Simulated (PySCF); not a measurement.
Compound: (Z)-2-butenenitrile, C₄H₅N.
Atom-mapped SMILES: `[CH3:1]/[CH:2]=[CH:3]\[C:4]#[N:5]` (hydrogens: H6, H7, H8 on C1; H9 on C2; H10 on C3)

Level of theory: core-valence-separated Tamm–Dancoff BHandHLYP/aug-pcX-1 (pcseg-1 on H) in PySCF, non-relativistic, gas phase, PBE0-D3(BJ)/def2-SVP geometry. The energies are unshifted.

Problem. What does the N 1s absorption edge look like?

Solution. 
```
E (eV)       f  core hole on  main final orbital            polarisation
396.83  0.0553            N5         LUMO (70 %)  across the triple bond
397.25  0.0640            N5       LUMO+7 (73 %)  across the triple bond
401.11  0.0001            N5       LUMO+3 (51 %)                       –
401.91  0.0018            N5       LUMO+2 (68 %)                   mixed
402.02  0.0001            N5       LUMO+1 (59 %)                       –
402.44  0.0004            N5       LUMO+4 (61 %)                       –
402.50  0.0087            N5      LUMO+13 (40 %)  across the triple bond
```

The first line with a tenth or more of the strongest one's intensity is at 396.83 eV (f = 0.055), with the hole on N5 (nitrile nitrogen), polarised across the triple bond: a 1s→π* resonance. The strongest listed is at 397.25 eV (f = 0.064; N5).

Problem. List the carbon K-edge absorption lines.

Solution. 
```
E (eV)       f  core hole on  main final orbital                        polarisation
282.34  0.0672            C2         LUMO (89 %)  normal to the local trigonal plane
283.14  0.0444            C3         LUMO (88 %)  normal to the local trigonal plane
283.66  0.0455            C4         LUMO (74 %)              across the triple bond
283.98  0.0644            C4       LUMO+7 (73 %)              across the triple bond
284.67  0.0000            C1         LUMO (97 %)                                   –
285.77  0.0092            C1       LUMO+1 (58 %)                                   –
286.38  0.0114            C3       LUMO+1 (55 %)         in the local trigonal plane
286.51  0.0186            C2       LUMO+1 (77 %)         in the local trigonal plane
286.57  0.0371            C1       LUMO+4 (60 %)                                   –
286.75  0.0155            C1       LUMO+2 (32 %)                                   –
287.13  0.0180            C1              spread                                   –
287.29  0.0003            C4       LUMO+3 (45 %)                                   –
287.46  0.0327            C4              spread              across the triple bond
287.53  0.0021            C3       LUMO+7 (48 %)         in the local trigonal plane
287.77  0.0045            C1       LUMO+3 (46 %)                                   –
287.94  0.0031            C1       LUMO+9 (46 %)                                   –
287.95  0.0008            C2       LUMO+2 (78 %)                                   –
288.07  0.0045            C3       LUMO+2 (38 %)         in the local trigonal plane
```

The first line with a tenth or more of the strongest one's intensity is at 282.34 eV (f = 0.067), with the hole on C2 (alkene CH carbon), polarised normal to the local trigonal plane: a 1s→π* resonance. It is also the strongest listed.

Roots within 0.03 eV whose holes lie on the same, on equivalent or on shared atoms are summed into one line, and the highest roots are left out, as the search may have cut off their partners. Final orbitals are the ground state's empty Kohn–Sham orbitals. A dash: too weak, shared between unlike atoms, or no plane or axis to refer to.

Problem. What are the wavelength and the wavenumber of the 396.83 eV line?

Solution. λ = 12398.42 eV Å/396.83 eV = 31.244 Å; 3.2006 × 10⁶ cm⁻¹.

The ionisation thresholds weren't computed; near and above them a finite basis only mimics Rydberg series and continuum.

The run took about 24 s of CPU time (one thread, shared machine).
